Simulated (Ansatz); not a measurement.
Dissociation curve of Na2, singlet.

Level of theory: full CI/aug-cc-pVDZ, frozen core (Ansatz, a first-principles code).

Relative to R = 3.24 Å, what are the energies at R = 3.59, 5.08, 7.60, 9.42 Å?

0.055 eV at 3.59 Å, 0.498 eV at 5.08 Å, 0.677 eV at 7.60 Å, 0.685 eV at 9.42 Å.
